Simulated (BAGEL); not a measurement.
# OH− (hydroxide): CASPT2(8,5)/6-31G(d) (density fitting with qzvpp-jkfit, spherical functions)

Aim: the vertical ionisation energy of OH− (hydroxide) at CASPT2(8,5)/6-31G* (density fitting with qzvpp-jkfit, spherical functions), from 2 runs. 

Program for the calculation: BAGEL 1.2.2.

### Step 1. The molecule

OH− has 2 atoms, charge -1, and is taken as a singlet. SMILES: `[OH-]`. Geometry: relaxed at PBE0-D4/def2-TZVPD.

Bond lengths: O1–H2 0.964 Å.

### Step 2. The energy at CASPT2(8,5)/6-31G(d) (density fitting with qzvpp-jkfit, spherical functions)

The input, caspt2.json:

```json
{ "bagel" : [

{
  "title" : "molecule",
  "basis" : "6-31gs.json",
  "df_basis" : "qzvpp-jkfit",
  "angstrom" : true,
  "geometry" : [
    { "atom" : "O", "xyz" : [       0.411800,      -0.131800,       0.212500 ] },
    { "atom" : "H", "xyz" : [      -0.411800,       0.131800,      -0.212500 ] }
  ]
},

{
  "title" : "hf",
  "charge" : -1
},

{
  "title" : "casscf",
  "nstate" : 1,
  "nact" : 5,
  "nclosed" : 1,
  "charge" : -1,
  "maxiter" : 200,
  "natocc" : true
},

{
  "title" : "print",
  "file" : "orbitals.molden",
  "orbitals" : true
},

{
  "title" : "smith",
  "method" : "caspt2",
  "ms" : true,
  "xms" : true,
  "sssr" : true,
  "shift" : 0.0,
  "ncore" : 1
}

]}
```

The basis set 6-31G* is read from a file made from the Basis Set Exchange's data (not shown).

The run is started by

```sh
$ BAGEL_NUM_THREADS=1 BAGEL caspt2.json > caspt2.out
```

Log:

```text
* using 1 threads per process

  ===============================================================
  ===============================================================

  *** Geometry ***

  { "atom" : "O", "xyz" : [      0.778189,     -0.249066,      0.401567 ] },
  { "atom" : "H", "xyz" : [     -0.778189,      0.249066,     -0.401567 ] },

  Number of auxiliary basis functions:       95

  Since a DF basis is specified, we compute 2- and 3-index integrals:
    o Being stored without compression. Storage requirement is 0.000 GB

  Number of basis functions:       16
  Number of electrons      :        9

    * METHOD: MOLECULE                             0.01

  *** RHF ***

  === Nuclear Repulsion ===
     4.3935670399

      * DIIS with orbital gradients will be used.

  === RHF iteration (6-31gs.json) ===
      0        -75.08317449          0.10121108           0.00
      1        -75.23643784          0.05742027           0.00
      2        -75.32384577          0.00386290           0.00
      3        -75.32425141          0.00058404           0.00
      4        -75.32427002          0.00014325           0.00
      5        -75.32427149          0.00001817           0.00
      6        -75.32427151          0.00000251           0.00
      7        -75.32427151          0.00000036           0.00
      8        -75.32427151          0.00000007           0.00
      9        -75.32427151          0.00000003           0.00
     10        -75.32427151          0.00000000           0.00
    * SCF iteration converged.

    * Permanent dipole moment:
           (    0.485476,    -0.155381,     0.250519) a.u.

    * METHOD: HF                                   0.03

  ---------------------------
      CASSCF calculation
  ---------------------------

    * nstate   :      1
    * nclosed  :      1
    * nact     :      5
    * nvirt    :     10
  === CASSCF iteration (6-31gs.json) ===

    * Using the second-order algorithm

      0  0       -75.33049366     5.36e-03      0.00

      1  0       -75.34615860     6.41e-03      0.01

      2  0       -75.34830888     1.30e-03      0.01

      3  0       -75.34834875     1.42e-04      0.01

      4  0       -75.34834996     3.11e-05      0.01

      5  0       -75.34835004     1.80e-05      0.00

      6  0       -75.34835005     9.31e-06      0.00

      7  0       -75.34835005     4.37e-06      0.01

      8  0       -75.34835005     1.96e-06      0.01

      9  0       -75.34835005     8.62e-07      0.00

     10  0       -75.34835005     3.75e-07      0.00

     11  0       -75.34835005     1.62e-07      0.00

     12  0       -75.34835005     6.94e-08      0.00

     13  0       -75.34835005     2.97e-08      0.00

     14  0       -75.34835005     1.27e-08      0.00

     15  0       -75.34835005     5.46e-09      0.00

    * Second-order optimization converged. *

     guess   0:   closed 1111.                open .....

  === FCI iteration ===

      0  0       -75.32401275     4.28e-02      0.00
      1  0       -75.34784060     6.46e-03      0.00
      2  0       -75.34834334     5.88e-04      0.00
      3  0       -75.34834983     1.08e-04      0.00
      4  0       -75.34835005     1.79e-05      0.00
      5  0       -75.34835005     1.20e-06      0.00
      6  0 *     -75.34835005     4.15e-15      0.00

     * ci vector, state   0, <S^2> = -0.0000
       2222.     0.9932677351
       222.2    -0.1125619748

    * METHOD: CASSCF                               0.08

    * METHOD: PRINT                                0.00

  === SMITH program ===

    * freezing 1 orbital

    * Approximate memory requirement for SMITH calulation per MPI process:
      o Storage requirement for T-amplitude, lambda, and residual is 0.00 GB
      o Storage requirement for MO integrals is 0.00 GB
    * Calculating and saving rdm4f

    * Zeroth order energy : state  0       -2.1948876532

    * CASPT2 iteration is performed using redundant basis

      ---- iteration ----

        0    -0.16013402     0.02141168      0.01
        1    -0.16115867     0.00231783      0.01
        2    -0.16118381     0.00021205      0.01
        3    -0.16118406     0.00004806      0.01
        4    -0.16118407     0.00000682      0.01
        5    -0.16118408     0.00000112      0.01
        6    -0.16118408     0.00000011      0.01

      -------------------

    * CASPT2 energy : state  0      -75.5095341301
        reference weight              0.9601053528

    * METHOD: SMITH                                0.10

  ===============================================================
```

It took 0.34 s on 1 thread of Arm Neoverse V1, shared host.

### Step 3. Doublet neutral OH, same level

The input, input.json:

```json
{ "bagel": [

{
  "title": "molecule",
  "basis": "6-31gs.json",
  "df_basis": "qzvpp-jkfit",
  "angstrom": true,
  "geometry": [
    { "atom": "O", "xyz": [    0.411800,   -0.131800,    0.212500 ] },
    { "atom": "H", "xyz": [   -0.411800,    0.131800,   -0.212500 ] }
  ]
},
{
  "title": "hf",
  "charge": 1
},
{
  "title": "casscf",
  "nstate": 1,
  "nact": 5,
  "nclosed": 1,
  "nspin": 1,
  "maxiter": 200,
  "natocc": true
},
{
  "title": "print",
  "file": "orbitals.molden",
  "orbitals": true
},
{
  "title": "smith",
  "method": "caspt2",
  "ms": true,
  "xms": true,
  "sssr": true,
  "shift": 0.0,
  "ncore": 1
}

]}
```

The basis set 6-31G* is read from a file made from the Basis Set Exchange's data (not shown).

The run is started by

```sh
$ BAGEL_NUM_THREADS=1 BAGEL input.json > input.out
```

Log:

```text
* using 1 threads per process

  ===============================================================
  ===============================================================

  *** Geometry ***

  { "atom" : "O", "xyz" : [      0.778189,     -0.249066,      0.401567 ] },
  { "atom" : "H", "xyz" : [     -0.778189,      0.249066,     -0.401567 ] },

  Number of auxiliary basis functions:       95

  Since a DF basis is specified, we compute 2- and 3-index integrals:
    o Being stored without compression. Storage requirement is 0.000 GB

  Number of basis functions:       16
  Number of electrons      :        9

    * METHOD: MOLECULE                             0.01

  *** RHF ***

  === Nuclear Repulsion ===
     4.3935670399

      * DIIS with orbital gradients will be used.

  === RHF iteration (6-31gs.json) ===
      0        -74.79637980          0.03433277           0.00
      1        -74.82540980          0.00744408           0.00
      2        -74.82679426          0.00135211           0.00
      3        -74.82686179          0.00022636           0.00
      4        -74.82686350          0.00001693           0.00
      5        -74.82686351          0.00000236           0.00
      6        -74.82686351          0.00000046           0.00
      7        -74.82686351          0.00000006           0.00
      8        -74.82686351          0.00000001           0.00
    * SCF iteration converged.

    * Permanent dipole moment:
           (    0.698542,    -0.223574,     0.360466) a.u.

    * METHOD: HF                                   0.03

  ---------------------------
      CASSCF calculation
  ---------------------------

    * nstate   :      1
    * nclosed  :      1
    * nact     :      5
    * nvirt    :     10
  === CASSCF iteration (6-31gs.json) ===

    * Using the second-order algorithm

      0  0       -75.36036082     6.64e-02      0.00

      1  0       -75.39944234     5.07e-03      0.00

      2  0       -75.40225763     1.85e-03      0.00

      3  0       -75.40229594     5.55e-04      0.00

      4  0       -75.40229843     1.60e-04      0.01

      5  0       -75.40229862     4.58e-05      0.01

      6  0       -75.40229864     1.31e-05      0.01

      7  0       -75.40229864     3.81e-06      0.01

      8  0       -75.40229864     1.12e-06      0.00

      9  0       -75.40229864     3.31e-07      0.00

     10  0       -75.40229864     9.93e-08      0.00

     11  0       -75.40229864     3.01e-08      0.00

     12  0       -75.40229864     9.27e-09      0.00

    * Second-order optimization converged. *

     guess   0:   closed 111..                open ...1.

  === FCI iteration ===

      0  0       -75.37681228     3.25e-02      0.00
      1  0       -75.40166346     5.23e-03      0.00
      2  0       -75.40226947     9.33e-04      0.00
      3  0       -75.40229750     1.84e-04      0.00
      4  0       -75.40229863     1.75e-05      0.00
      5  0       -75.40229864     1.93e-06      0.00
      6  0       -75.40229864     3.04e-07      0.00
      7  0       -75.40229864     3.47e-08      0.00
      8  0 *     -75.40229864     5.25e-11      0.00

     * ci vector, state   0, <S^2> = 0.7500
       222a.     0.9935153637
       22.a2     0.1035145692

    * METHOD: CASSCF                               0.06

    * METHOD: PRINT                                0.00

  === SMITH program ===

    * freezing 1 orbital

    * Approximate memory requirement for SMITH calulation per MPI process:
      o Storage requirement for T-amplitude, lambda, and residual is 0.00 GB
      o Storage requirement for MO integrals is 0.00 GB
    * Calculating and saving rdm4f

    * Zeroth order energy : state  0       -5.2054814598

    * CASPT2 iteration is performed using redundant basis

      ---- iteration ----

        0    -0.12286070     0.01608944      0.01
        1    -0.12350545     0.00151607      0.01
        2    -0.12351648     0.00015017      0.01
        3    -0.12351657     0.00001849      0.01
        4    -0.12351657     0.00000276      0.01
        5    -0.12351657     0.00000042      0.01

      -------------------

    * CASPT2 energy : state  0      -75.5258152058
        reference weight              0.9689278501

    * METHOD: SMITH                                0.09

  ===============================================================
```

Run time: 0.32 s. Hardware: 1 thread of Arm Neoverse V1, shared host.

### Step 4. Outcome

At CASPT2(8,5)/6-31G* (density fitting with qzvpp-jkfit, spherical functions), 1 core orbital frozen:

```
                                           quantity         value
                          singlet OH−: total energy  -75.50953 Eh
                   doublet neutral OH: total energy  -75.52582 Eh
vertical detachment energy (to the doublet neutral)     -0.443 eV
```

The species is unbound against losing an electron at this level, by 0.44 eV (−42.7 kJ/mol); missing correlation or diffuse functions can give that sign where the real anion is bound.
